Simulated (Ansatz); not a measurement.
Relaxation of C$_{2}$H$_{5}$S (8 atoms, charge 0, multiplicity 2), to a largest force component of 0.03 eV/Å in at most 50 steps.

The calculation used UKS PBE0-D4/def2-SVP (Ansatz).

```xyz
8
Properties=species:S:1:pos:R:3:forces:R:3
H 0.032 -0.638 -1.412 0.02 0.04 -0.04
S 0.385 0.122 -2.481 -0.02 -0.04 0.05
C -0.304 -0.731 0.933 -0.01 -0.06 0.04
C -0.448 0.556 1.134 0.02 -0.12 -0.04
H 1.682 0.128 -2.107 -0.01 0.00 0.00
H -0.328 -1.666 1.498 0.00 0.07 -0.03
H -0.357 1.265 0.302 -0.01 0.07 0.01
H -0.663 0.963 2.133 -0.01 0.04 0.01
```

Where does it end, and by what steps?

The run converged. After 3 steps the energy has fallen by 0.001 eV; H1 moved furthest, 0.03 Å.

| step | energy less start (eV) | largest force component (eV/Å) | accepted |
| --- | --- | --- | --- |
| 0 | 0.0000 | 0.117 | yes |
| 1 | -0.0006 | 0.063 | yes |
| 2 | -0.0006 | 0.080 | no |
| 3 | -0.0010 | 0.020 | yes |

```xyz
8
Properties=species:S:1:pos:R:3
H 0.047 -0.641 -1.387
S 0.377 0.095 -2.478
C -0.306 -0.731 0.922
C -0.443 0.555 1.129
H 1.673 0.149 -2.107
H -0.339 -1.666 1.482
H -0.351 1.278 0.308
H -0.659 0.960 2.130
```

Time of the run: 4.2 s on 2 threads of Intel(R) Xeon(R) 6975P-C (Granite Rapids), with other jobs on the host, peak memory 0.18 GiB.
